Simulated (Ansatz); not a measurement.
# PH3O4: a ladder of functionals and wavefunction methods

One table from this session's results is given with a row withheld; the runs are named, their logs left out.

Method: functionals in def2-TZVPP, the program's frozen cores in correlated methods; program: Ansatz 0.2.0, Gaussian basis.

The runs, in order: LDA (SPW92), PBE-D4, revPBE-D4, BLYP-D4, r2SCAN-D4, B97M-V, PBE0-D4, B3LYP-D4, r2SCANh-D4, r2SCAN0-D4, HSE06-D4, BHLYP-D4, CAM-B3LYP-D4, LC-ωPBE, ωB97X-V, ωB97M-V, B2PLYP, PBE-QIDH; CCSD(T)/def2-SVP; CCSD(T)/def2-TZVPP; CCSD(T)/def2-QZVPP; extrapolation to the limit; RPA on PBE.

### Structure used throughout

The geometry comes from an earlier relaxation with PBE0-D4 in a triple-zeta def2 set; it is a stationary point, not always the lowest conformer.

SMILES `O=P(O)(O)O`, 8 atoms, charge 0, spin multiplicity 1.

Atoms are counted from 1 here; the program's logs count them from 0.

Bond lengths: O1–P2 1.461 Å, P2–O3 1.584 Å, P2–O4 1.584 Å, P2–O5 1.584 Å, O3–H6 0.963 Å, O4–H7 0.963 Å, O5–H8 0.963 Å. Angles: O1–P2–O3 116.0°, O1–P2–O4 116.0°, O1–P2–O5 116.0°, O3–P2–O4 102.2°, O3–P2–O5 102.2°, O4–P2–O5 102.2°, P2–O3–H6 111.5°, P2–O4–H7 111.5°, P2–O5–H8 111.5°.

Set-up of the first run:

Input file in.yaml:

```yaml
crystal:
  periodic: [false, false, false]
  atoms:
    - {symbol: O, position_ang: [-1.271474, 0.446408, 0.873009]}
    - {symbol: P, position_ang: [-0.114792, 0.040003, 0.079093]}
    - {symbol: O, position_ang: [1.241288, -0.151630, 0.874098]}
    - {symbol: O, position_ang: [0.314165, 1.029740, -1.080333]}
    - {symbol: O, position_ang: [-0.249404, -1.338025, -0.689444]}
    - {symbol: H, position_ang: [1.312585, 0.470026, 1.605805]}
    - {symbol: H, position_ang: [-0.448695, 1.470989, -1.467995]}
    - {symbol: H, position_ang: [-0.783673, -1.967512, -0.194233]}
basis:
  gaussian: {orbitals: def2-TZVPP}
hamiltonian: {xc: lda}
output: {orbitals: {seedname: orbitals}}
```

Run with:

```
> ansatz run in.yaml --threads 2 --pin off --events-out ev --progress --plain --max-ram 32768MiB --backend cpu
```

Steps of the session up to this table: LDA; PBE-D4 (GGA); revPBE-D4 (GGA); BLYP-D4 (GGA); r2SCAN-D4 (meta-GGA); B97M-V (meta-GGA); PBE0-D4 (hybrid); B3LYP-D4 (hybrid); r2SCANh-D4 (hybrid); r2SCAN0-D4 (hybrid); HSE06-D4 (hybrid); BHLYP-D4 (hybrid); CAM-B3LYP-D4 (range-separated); LC-ωPBE (range-separated); ωB97X-V (range-separated); ωB97M-V (range-separated); B2PLYP (double hybrid); PBE-QIDH (double hybrid).

One table of the session follows, with a row left open; its other results are not shown here.

It belongs to the step «Orbital energies across the functionals». 

```
  functional  HOMO (eV)  LUMO (eV)  gap (eV)
 LDA (SPW92)      -7.36      -0.77      6.59
      PBE-D4      -7.11      -0.63      6.48
   revPBE-D4      -7.01      -0.56      6.46
     BLYP-D4      -7.00      -0.71      6.30
   r2SCAN-D4      -7.47       0.08      7.55
      B97M-V      -7.53      -0.32      7.20
     PBE0-D4      -8.79       0.28      9.07
    B3LYP-D4      -8.52      -0.14      8.38
  r2SCANh-D4      -8.11       0.35      8.46
  r2SCAN0-D4      -9.06       0.75      9.81
    HSE06-D4      -8.38      -0.09      8.29
    BHLYP-D4     -10.41       0.91     11.32
CAM-B3LYP-D4          ?          ?         ?
     LC-ωPBE     -11.69       2.42     14.12
     ωB97X-V     -11.30       2.21     13.52
     ωB97M-V     -11.23       1.74     12.97
```

Estimate the missing values for CAM-B3LYP-D4.

**Answer.** HOMO (eV): -10.31; LUMO (eV): 1.02; gap (eV): 11.33. In the column «HOMO (eV)» it lies between BHLYP-D4 (-10.41) and r2SCAN0-D4 (-9.06).
